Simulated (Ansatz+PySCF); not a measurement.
## doublet C₆H₅: levels of theory in one basis

```csv
atom,x (Å),y (Å),z (Å)
C,-0.0276,1.4285,0.0000
C,1.1757,0.7182,0.0000
C,1.1669,-0.6737,0.0000
C,-0.0341,-1.3773,0.0000
C,-1.2509,-0.6904,0.0000
C,-1.1874,0.6856,0.0000
H,-0.0374,2.5243,0.0000
H,2.1286,1.2618,0.0000
H,2.1163,-1.2219,0.0000
H,-0.0285,-2.4743,0.0000
H,-2.2048,-1.2298,0.0000
```

Basis set: cc-pVTZ (spherical functions). Correlated methods keep 6 orbitals frozen. Correlation on ROHF uses semicanonical orbitals with singles. Charge 0, multiplicity 2.

Computed with Ansatz (development build ahead of 0.2.0); each method stands on the lowest determinant of its kind that the runs found.

```tsv
method	E − E(ROHF) (eV)	<S²> of the determinant
ROHF	0.00	0.75
UHF	-0.35	1.35
ROHF-MP2	-24.93	–
UHF-MP2	-23.90	1.35
```

What does ROHF-CCSD(T) give on the same scale?

-27.03 eV.

Is a single determinant a sound starting point here?

Only with care. Unrestricted orbitals gain 0.35 eV and <S²> is 1.35 against 0.75 for a pure state, a contamination that matters most for the unrestricted series.

Caution for UHF, UHF-MP2: the unrestricted determinant is spin contaminated. Caution for ROHF-MP2, UHF-MP2: forces differ strongly between restricted and unrestricted references.
